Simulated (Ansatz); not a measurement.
Solid bromine was calculated with G0W0@HSE06 (Ansatz, a quantum-chemistry and plane-wave program, hard PAW, contour deformation).

The same calculation (at the measured cell, 34.235 Å³/atom) with different numerical settings; throughout: k mesh 2×2×2:

```json
[
 {"run": "1", "response cutoff (eV)": "70", "empty bands": "335", "quasiparticle gap on the mesh (eV)": "4.088", "quasiparticle gap at Γ (eV)": "4.203", "rough time": "10 core-min"},
 {"run": "2", "response cutoff (eV)": "105", "empty bands": "615", "quasiparticle gap on the mesh (eV)": "4.142", "quasiparticle gap at Γ (eV)": "4.251", "rough time": "20 core-min"},
 {"run": "3", "response cutoff (eV)": "140", "empty bands": "946", "quasiparticle gap on the mesh (eV)": "4.151", "quasiparticle gap at Γ (eV)": "4.253", "rough time": "50 core-min"},
 {"run": "4", "response cutoff (eV)": "175", "empty bands": "1322", "quasiparticle gap on the mesh (eV)": "4.150", "quasiparticle gap at Γ (eV)": "4.248", "rough time": "100 core-min"},
 {"run": "5", "response cutoff (eV)": "210", "empty bands": "1738", "quasiparticle gap on the mesh (eV)": "4.150", "quasiparticle gap at Γ (eV)": "4.245", "rough time": "3 core-h"}
]
```

In the column quasiparticle gap on the mesh (eV) the first row differs from the last by -0.062 and the next to last by 0.000.

The last row is no converged limit: other settings stay fixed.

Spin–orbit coupling is not included.

Note: GW on a hybrid start was not checked against another program.
